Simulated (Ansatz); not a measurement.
# What a trial cell of LiGa2 relaxes into

All numbers below come from Ansatz, DFT PBE, scalar-relativistic, plane waves, PAW. Cutoff 420 eV, Γ-centred k mesh, Gaussian smearing, no spin polarisation in the final step.

LiGa2 was placed on the cubic Laves (C15) structure type (Fd-3m, No. 227), with Li in place of Mg, Ga in place of Cu, at a guessed volume.

```yaml
crystal:
  lattice:
    - [0.00000, 3.88738, 3.88738]
    - [3.88738, 0.00000, 3.88738]
    - [3.88738, 3.88738, 0.00000]
  atoms:
    - { symbol: Li, position: [0.00000, 0.00000, 0.00000] }
    - { symbol: Li, position: [0.25000, 0.25000, 0.25000] }
    - { symbol: Ga, position: [0.62500, 0.62500, 0.62500] }
    - { symbol: Ga, position: [0.12500, 0.62500, 0.62500] }
    - { symbol: Ga, position: [0.62500, 0.62500, 0.12500] }
    - { symbol: Ga, position: [0.62500, 0.12500, 0.62500] }
```

Cell and atoms relax at zero pressure; the relaxation can't lower the symmetry of the start.

The zero of energy is the elements' standard structures at the same level; no fitted shifts are applied.

(1) What does it relax into?

(2) What are its volume, energy, density and gap?

Results:

(1) It keeps Fd-3m (No. 227). The result has the cubic Laves (C15) structure. Conventional cell: a = 7.614 Å. Li has 12 Ga at 3.16 Å and 4 Li at 3.30 Å; Ga is coordinated by 6 Ga at 2.69 Å and 6 Li at 3.16 Å.

Space group Fd-3m:1 (No. 227). a = 7.614 Å, b = 7.614 Å, c = 7.614 Å, α = 90.00°, β = 90.00°, γ = 90.00°
```json
{"atom": "Li", "site": "8a", "symmetry": "-43m", "x": "0.5000", "y": "0.0000", "z": "0.5000"}
{"atom": "Ga", "site": "16d", "symmetry": ".-3m", "x": "0.1250", "y": "0.6250", "z": "0.1250"}
```

(2) The volume per atom is 18.39 Å³ and the density is 4.40 g/cm³. The energy over the elements is -0.15 eV/atom. The gap on the 8×8×8 mesh is 0 eV (a metal).

The final run used a 8×8×8 mesh on its 6-atom cell and 0.10 eV smearing. The k mesh leaves about 4 meV/atom of noise in metals. Symmetry constrained the relaxation, so the result can be a saddle point. The steps took about 40 core-seconds in all.

Cost: 3 runs of about 0.69 core-minutes in all, on Intel Xeon Platinum 8488C (Sapphire Rapids) (shared hosts).